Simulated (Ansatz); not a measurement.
in.yaml

```yaml
crystal:
  periodic: [false, false, false]
  atoms:
    - {symbol: F, position_ang: [0.000000, 0.000000, 1.810100]}
    - {symbol: S, position_ang: [0.000000, 0.000000, 0.070000]}
    - {symbol: S, position_ang: [0.000000, 0.000000, -1.880100]}
basis:
  gaussian: {orbitals: cc-pVDZ}
magnetization: {spin_polarized: false, initial_magnetization: 5}
correlation: {method: bccd_t, electrons: outside_noble_gas}
```

```sh
$ ansatz run in.yaml --threads 1 --pin off --events-out ev --progress --plain --max-ram 2393MiB
```

Output:

```
519 factors; integrals over basis functions are off by at most 5.9e-4 eV
mean field evaluation 1: about -24327.4862 eV, gradient 2.3e1 eV
mean field evaluation 2: about -24327.6210 eV, gradient 2.3e1 eV
mean field evaluation 4: about -24329.5196 eV, gradient 3.6e0 eV
mean field evaluation 8: about -24329.6341 eV, gradient 8.8e-1 eV
mean field evaluation 16: about -24329.6511 eV, gradient 1.5e-6 eV
mean field evaluation 32: about -24318.9008 eV, gradient 4.1e1 eV
mean field evaluation 64: about -24329.6511 eV, gradient 4.0e-2 eV
mean field evaluation 96: about -24325.0507 eV, gradient 1.9e0 eV
mean field evaluation 128: about -24327.3116 eV, gradient 1.8e0 eV
mean field evaluation 160: about -24323.1672 eV, gradient 8.2e0 eV
...
cycle   3  -11.88968551 eV  change    4.7e-3 eV  update   4.6e-3
cycle   4  -11.88689922 eV  change    2.8e-3 eV  update   2.8e-3
cycle   5  -11.88627141 eV  change    6.3e-4 eV  update   1.7e-3
cycle   6  -11.88728874 eV  change   -1.0e-3 eV  update   6.8e-4
cycle   7  -11.88667469 eV  change    6.1e-4 eV  update   3.9e-4
cycle   8  -11.88653440 eV  change    1.4e-4 eV  update   1.6e-4
cycle   9  -11.88652341 eV  change    1.1e-5 eV  update   7.2e-5
cycle  10  -11.88651016 eV  change    1.3e-5 eV  update   2.4e-5
cycle  11  -11.88650751 eV  change    2.7e-6 eV  update   1.0e-5
cycle  12  -11.88651219 eV  change   -4.7e-6 eV  update   5.3e-6
perturbative correction -0.36587964 eV, -0.0134458289 hartree
Total energy: -24341.90349206 eV, -894.5484537985 hartree
```

For the same geometry and basis UCCSDT(Q) lies 80.6 meV lower.

Ran on 1 thread of Arm Neoverse V1, shared host: 12 s wall, 0.15 GiB peak host memory.
